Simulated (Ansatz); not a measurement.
## A ladder of methods for BH3O (BH2(OH))

The species is BH3O (5 atoms), meant as a singlet with charge 0. SMILES: `[H]B([H])O`. The shape is that of a GFN2-xTB optimisation.

```xyz
5

B     0.2710    0.3025   -0.1085
H     1.4036    0.3900   -0.3956
H    -0.4329    1.2514   -0.0807
O    -0.1594   -0.9187    0.1745
H    -1.0822   -1.0252    0.4103
```

Each level gives the energy change with the B1–O4 bond stretched from 1.325 to 3.313 Å (eV). The values are calculated.

```
                      level                    kind  program  value (eV)  less FCI/STO-3G  CPU time (all runs)
     HF/STO-3G (restricted)            Hartree–Fock   Ansatz       12.58            +5.51               0.14 s
    PBE/STO-3G (restricted)                     GGA   Ansatz        9.37            +2.30                1.5 s
   PBE0/STO-3G (restricted)           global hybrid   Ansatz       10.33            +3.26                1.4 s
wB97M-V/STO-3G (restricted)  range-separated hybrid   Ansatz       10.93            +3.86                 23 s
 B2PLYP/STO-3G (restricted)           double hybrid   Ansatz        8.94            +1.87                  2 s
    MP2/STO-3G (restricted)     perturbation theory   Ansatz        8.22            +1.15               0.16 s
   CCSD/STO-3G (restricted)   coupled cluster or CI   Ansatz        7.08            +0.01               0.22 s
  CCSDT/STO-3G (restricted)   coupled cluster or CI   Ansatz        7.07             0.00               0.47 s
                 FCI/STO-3G      exact in the basis   Ansatz        7.07             0.00                  3 s
```

FCI/STO-3G is exact within its basis and frozen core, so for wave-function methods in that basis the difference is their error; functionals converge differently with the basis, so for them it is only a difference. A spin-restricted reference rises too steeply as a bond breaks; here HF/STO-3G, PBE/STO-3G, PBE0/STO-3G, wB97M-V/STO-3G, B2PLYP/STO-3G, MP2/STO-3G lie well above the multireference or unrestricted value. The first shape isn't each level's own minimum. The values span 7.07 to 12.58 eV. All rows use very small basis sets, so none should be taken for the real molecule's value. In so small a basis fixed costs decide the times, and correlated methods can beat functionals. CPU times are rough (shared hosts, several kinds of processor and program).
